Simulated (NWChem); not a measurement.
Atomisation of chloromethane (CH$_{3}$Cl)

SMILES: CCl
```xyz
5

C     -0.0568    -1.1279     0.0000
Cl     0.0333     0.6610     0.0000
H     -0.5967    -1.4635     0.9046
H     -0.5967    -1.4635    -0.9046
H      0.9682    -1.5423     0.0000
```
Charge 0, spin multiplicity 1.

All runs are NWChem calculations. All single points use one geometry, from PBE/def2-SVP, a minimum by its harmonic frequencies.

Basis set: def2-TZVP. The atomisation energy is electronic alone: no zero-point, thermal, spin-orbit or counterpoise terms. No value is extrapolated to the basis-set limit. Free atoms are single determinants with multiplicities C 3, Cl 2, H 2. Correlated methods freeze the same cores in atoms and molecule, 6 orbitals in all.

The cost column gives rough processor time relative to HF; each entry includes its own SCF. Costs are the molecule's.

B3LYP has NWChem's definition, with VWN1-RPA local correlation. No SCF solution was tested for a lower state. Open-shell Hartree-Fock references start from PBE0 orbitals; any time given for them includes that run. Coupled-cluster values serve here as a point of comparison, not as the truth.

| method | atomisation energy (kcal/mol) | relative cost |
|---|---|---|
| PBE0 | 394.3 | under 3 |
| PBE | 399.3 | under 3 |
| CCSD(T) | 380.3 | 10 |
| MP2 | 383.0 | under 3 |
| HF | 294.7 | 1 |
| TPSS | [?] | under 3 |
| B3LYP | [?] | under 3 |
| r2SCAN | 394.3 | under 3 |
| BHandHLYP | 382.3 | under 3 |

Q: What belongs in the gaps?

A: 
- TPSS, atomisation energy (kcal/mol): 398.3
- B3LYP, atomisation energy (kcal/mol): 391.5
